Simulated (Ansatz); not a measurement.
Relaxing Cd2Si3

Theory: Ansatz 0.2.0, DFT PBE, scalar-relativistic, plane waves, PAW.

The start puts Cd2Si3 on the tetradymite structure type (R-3m, No. 166), with Cd in place of Bi, Si in place of Te, at a guessed volume.

Input of the last, converged step (default PAW datasets):

```yaml
crystal:
  lattice:
    - [1.7649556122, 1.0189975978, 9.3198357736]
    - [-1.7649556122, 1.0189975978, 9.3198357736]
    - [0.0, -2.0379951956, 9.3198357736]
  atoms:
    - { symbol: Cd, position: [0.4021494453, 0.4021494453, 0.4021494453] }
    - { symbol: Cd, position: [0.5978505547, 0.5978505547, 0.5978505547] }
    - { symbol: Si, position: [0.0, 0.0, 0.0] }
    - { symbol: Si, position: [0.1895060041, 0.1895060041, 0.1895060041] }
    - { symbol: Si, position: [0.8104939959, 0.8104939959, 0.8104939959] }
basis:
  ecutwfc: 420
kpoints:
  mp_grid: { grid: [12, 12, 12] }
hamiltonian:
  xc: pbe
scf:
  occupations: { method: gaussian, width: 0.1 }
output:
  forces: true
  stress: true
  eigenvalues: true
  write_density: true
  write_potential: true
  elf: true
  volumetric_format: npy
relax:
  adjacent_minimum: "off"
  f_tol: 0.01
  max_steps: 80
  cell: { stress_tol: 0.05 }
```

Launched as:

```bash
ansatz run input.yaml --threads 1 --pin off --max-ram 2560MiB --backend cpu --events-out ev --progress --plain --runs-dir out
```

The run took 3.3 min on 1 thread of Arm Neoverse V1, with other jobs on the host, peak memory 0.68 GiB.

End of the output:

```
SCF converged after 5 iterations
Free energy (F): -18414.396521 eV
Harris-Foulkes:  -18414.396521 eV  (|F-HF|=4.00e-11)
Internal energy: -18414.390094 eV  (E = F + TS)
E sigma→0 (E₀):  -18414.393307 eV
Entropy (-TS):   -0.006427 eV (-1.285 meV/atom)
Fermi energy:    10.072385 eV
--- Per-component energies (eV) ---
  E_band       = -895.103474
  E_kinetic    = 1125.965218
  E_local      = -7943.376253  (includes V_loc(G=0)·N_el)
  E_nonlocal   = 142.236671
  E_hartree    = 3722.942155
  E_xc         = -518.563161
  E_vxc        = -582.836089  (∫ρ·V_xc dr)
  E_paw        = -9701.277241  (= ΣΔE_a)
  E_vpaw       = -1082.977678  (= ΣTr[D̂ρ^β])
  E_aug_tail   = 0.000048  (compensation charges beyond the density's cutoff)
  E_ewald      = -5242.317530
  E_smearing   = -0.006427  (= −TS)
  E_closure    = 0.000000  (closes the sum)
  Σ components = -18414.396521   (vs F -18414.396521, Δ=0.00e0)
--- Forces (eV/Å), atoms counted from 1 ---
  atom   1  Cd     0.00000000     0.00000000     0.00225907
  atom   2  Cd     0.00000000     0.00000000    -0.00225907
  atom   3  Si     0.00000000     0.00000000     0.00000000
  atom   4  Si     0.00000000     0.00000000    -0.00827909
  atom   5  Si     0.00000000     0.00000000     0.00827909
  max |Σ_I F_I| component: 3.47e-18 eV/Å
--- Stress (GPa, compression-positive) ---
        0.020881       0.000000       0.000000
        0.000000       0.020881       0.000000
        0.000000       0.000000      -0.014172
  P = ⅓ Tr σ = 0.0092 GPa (0.092 kbar)
--- Relaxed structure (4 steps of the walk, 4 accepted, 1 SCFs on fresh bases) ---
  F+E_penalty+E_count = -18414.39652096 eV   max|allowed force component| = 8.279e-3 eV/Å   (the final SCF, on the basis selected at the relaxed cell)
  cell:  # Å, volume = 100.4407 Å³
    - [1.761634, 1.017080, 9.343031]
    - [-1.761634, 1.017080, 9.343031]
    - [0.000000, -2.034160, 9.343031]
  atoms:
    - { symbol: Cd, position: [0.403502, 0.403502, 0.403502] }
    - { symbol: Cd, position: [0.596498, 0.596498, 0.596498] }
    - { symbol: Si, position: [0.000000, 0.000000, 0.000000] }
    - { symbol: Si, position: [0.188957, 0.188957, 0.188957] }
    - { symbol: Si, position: [0.811043, 0.811043, 0.811043] }
```

Total energies depend on the potentials used, so only differences within one code and one set of settings carry meaning.

The result has space group R-3m (No. 166). Around Cd lie 6 Si at 2.83–2.91 Å; Si on Wyckoff site a (1 atom of the primitive cell) is coordinated by 6 Cd at 2.83 Å and 6 Si at 3.52 Å; Si on Wyckoff site c (2 atoms of the primitive cell) has 3 Si at 2.39 Å.

Against the elements it lies at 0.39 eV/atom. Formation energies are uncorrected and refer to the elements' standard structures at the same level.

The k mesh leaves about 4 meV/atom of noise in metals.

A structure relaxed within its symmetry needn't be a true minimum.